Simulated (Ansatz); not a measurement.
in.yaml

```yaml
crystal:
  periodic: [false, false, false]
  atoms:
    - {symbol: B, position_ang: [0.000000, 0.000000, 0.063696]}
    - {symbol: Si, position_ang: [0.000000, 0.000000, -1.817242]}
    - {symbol: Cl, position_ang: [0.000000, 0.000000, 1.753546]}
basis:
  gaussian: {orbitals: cc-pVDZ}
total_charge: 1
magnetization: {spin_polarized: false, initial_magnetization: 1}
correlation: {method: bccd, electrons: valence}
```

```sh
$ ansatz run in.yaml --threads 1 --pin off --events-out ev --progress --plain --max-ram 2393MiB
```

Problem. Roughly how long does this take on 1 thread of Arm Neoverse V1, shared host, and how much host memory?

Solution. 3.9 s wall and 0.16 GiB.

```
512 factors; integrals over basis functions are off by at most 1.1e-3 eV
mean field evaluation 1: about -21026.0342 eV, gradient 2.2e1 eV
mean field evaluation 2: about -21026.0959 eV, gradient 2.2e1 eV
mean field evaluation 4: about -21028.3297 eV, gradient 2.7e0 eV
mean field evaluation 8: about -21028.3790 eV, gradient 2.3e-1 eV
mean field evaluation 16: about -21026.0338 eV, gradient 2.2e1 eV
mean field evaluation 32: about -21028.3795 eV, gradient 1.2e-6 eV
mean field evaluation 64: about -21025.8405 eV, gradient 9.8e-1 eV
mean field evaluation 96: about -21018.0920 eV, gradient 2.7e1 eV
mean field evaluation 128: about -21017.6722 eV, gradient 8.2e-2 eV
mean field evaluation 160: about -21013.3678 eV, gradient 2.6e1 eV
mean field evaluation 192: about -21022.2755 eV, gradient 2.4e-2 eV
mean field evaluation 224: about -21025.8611 eV, gradient 8.4e-4 eV
mean field evaluation 256: about -21025.7737 eV, gradient 5.1e-1 eV
mean field -21028.37947185 eV, -772.7786920428 hartree, gradient 1.1e-6 eV, S^2 0.750000; 2 other end points of the search recorded, 0 dependent functions left out
mean field evaluation 288: about -21028.4953 eV, gradient 1.1e-1 eV
mean field evaluation 320: about -21026.9941 eV, gradient 8.6e-3 eV
determinant -21028.37947185 eV, -772.7786920428 hartree, with singles and doubles -21036.23524947 eV, -773.0673865456 hartree
determinant -21025.86113689 eV, -772.6861449400 hartree, with singles and doubles -21033.86186104 eV, -772.9801661297 hartree
11 core orbitals not correlated: weight in the atoms' cores, before any rotation towards them, 1.000 or more for the frozen orbitals, at most 0.000 for the correlated occupied ones
reference -21028.37947185 eV, -772.7786920428 hartree; 7, 6 occupied and 32, 33 virtual orbitals, 512 factors
second order -6.79741445 eV of doubles, -0.04095886 eV of singles
cycle   1  -7.83403063 eV  change    2.2e-2 eV  update   1.5e-2
cycle   2  -7.83269181 eV  change    1.3e-3 eV  update   3.6e-3
cycle   3  -7.83349660 eV  change   -8.0e-4 eV  update   1.5e-3
cycle   4  -7.83223454 eV  change    1.3e-3 eV  update   4.3e-4
cycle   5  -7.83231673 eV  change   -8.2e-5 eV  update   2.2e-4
cycle   6  -7.83243757 eV  change   -1.2e-4 eV  update   9.6e-5
cycle   7  -7.83245765 eV  change   -2.0e-5 eV  update   4.4e-5
cycle   8  -7.83246172 eV  change   -4.1e-6 eV  update   1.8e-5
cycle   9  -7.83246106 eV  change    6.6e-7 eV  update   7.1e-6
Total energy: -21036.21193290 eV, -773.0665296777 hartree
```
